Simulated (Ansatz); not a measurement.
**SiH3 (silyl radical): the energy, rung by rung**

SiH3: 4 atoms, total charge 0, spin state doublet. As SMILES, `[SiH3]`. The shape was relaxed beforehand at B3LYP/def2-SVP.

```
atom    x (Å)    y (Å)    z (Å)
  Si   0.2984  -0.0273  -0.1666
   H   0.5599   0.6677   1.1285
   H  -0.2260  -1.4064   0.0610
   H  -0.6323   0.7660  -1.0229
```

Each level gives the adiabatic ionisation energy (to the singlet cation, shapes relaxed at B3LYP/def2-SVP, no zero-point term) (eV). The values are calculated.

```json
{"level": "UHF/def2-TZVPP", "kind": "Hartree–Fock", "program": "Ansatz", "value (eV)": "7.58", "CPU time (all runs)": "0.55 s"}
{"level": "UBLYP/def2-TZVPP", "kind": "GGA", "program": "Ansatz", "value (eV)": "8.01", "CPU time (all runs)": "1.6 s"}
{"level": "UPBE/def2-TZVPP", "kind": "GGA", "program": "Ansatz", "value (eV)": "8.21", "CPU time (all runs)": "1.6 s"}
{"level": "UPBE0-D4/def2-TZVPP", "kind": "global hybrid", "program": "Ansatz", "value (eV)": "8.22", "CPU time (all runs)": "1.8 s"}
{"level": "U-wB97M-V/def2-TZVPP", "kind": "range-separated hybrid", "program": "Ansatz", "value (eV)": "7.95", "CPU time (all runs)": "6.5 s"}
{"level": "UCAM-B3LYP/def2-TZVPP", "kind": "range-separated hybrid", "program": "Ansatz", "value (eV)": "8.15", "CPU time (all runs)": "2 s"}
{"level": "RPA@PBE/def2-TZVPP", "kind": "RPA", "program": "Ansatz", "value (eV)": "8.31", "CPU time (all runs)": "2.3 s"}
{"level": "UMP2/def2-TZVPP", "kind": "perturbation theory", "program": "Ansatz", "value (eV)": "7.95", "CPU time (all runs)": "0.73 s"}
```

The values span 7.58 to 8.31 eV. In so small a basis fixed costs decide the times, and correlated methods can beat functionals. CPU times are rough (shared hosts, several kinds of processor and program).
